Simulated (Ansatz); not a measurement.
A calculation with Ansatz (development build ahead of 0.2.0).

```yaml
crystal:
  periodic: [false, false, false]
  atoms:
    - { symbol: Li, position_ang: [-0.04383, -0.02194, -1.06202] }
    - { symbol: S, position_ang: [0.01403, -0.04027, 1.04578] }
basis:
  gaussian: { orbitals: def2-SVP }
magnetization:
  initial_magnetization: 1
hamiltonian:
  xc: hf
correlation:
  method: mp2
  frozen_orbitals: { Li: 0, S: 5 }
```

The input is written out in the form of the current development build from the run's settings. Correlation on restricted open-shell orbitals is semicanonical, with singles.

Results

```json
{
  "Converged": "yes",
  "Reference energy": "-404.85959 hartree",
  "Correlation energy": "-0.11066 hartree",
  "Total energy": "-404.97025 hartree",
  "Spin squared of the determinant": "0.750",
  "Stability test": "minimum among restricted orbitals",
  "Occupied orbitals by symmetry in an Abelian subgroup (alpha; beta)": "6 A1 2 B1 2 B2; 6 A1 2 B1 1 B2"
}
```

Messages of the program:
```
mean field -11016.79061093 eV, -404.8595875027 hartree, gradient 8.1e-6 eV, S^2 0.750000; 9 other ends of a descent, 0 dependent functions left out
```
